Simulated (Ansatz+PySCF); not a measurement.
Two shapes of singlet B2H6.

Shape 1:

```xyz
8

B     0.0000    0.0000    0.8809
B     0.0000    0.0000   -0.8809
H     0.9934    0.0000    0.0000
H    -0.9934    0.0000    0.0000
H     0.0000    1.0515    1.4667
H     0.0000   -1.0515    1.4667
H     0.0000    1.0515   -1.4667
H     0.0000   -1.0515   -1.4667
```

Shape 2:

```xyz
8

B     0.0483   -0.0074    0.8701
B    -0.0363   -0.0218   -0.8543
H     1.0037   -0.0365   -0.0325
H    -0.9939    0.0237   -0.0440
H    -0.0340    1.0579    1.5028
H    -0.0394   -1.0271    1.4480
H    -0.0403    1.0804   -1.4601
H    -0.0103   -1.0986   -1.4802
```

Basis set: def2-SVP (spherical functions). Correlated methods keep 2 orbitals frozen. Charge 0, multiplicity 1.

Computed with Ansatz (development build ahead of 0.2.0); each method stands on the lowest determinant of its kind that the runs found.

Which shape is lower in energy, and by how much in each method?

| method | E(2) − E(1) (eV) |
| --- | --- |
| UHF | 0.206 |
| RHF-CCSD(T) | 0.178 |
| UHF-CCSD(T) | 0.178 |
| PBE0 (restricted) | 0.165 |
| ωB97X (unrestricted) | 0.169 |

Shape 1 is lower.
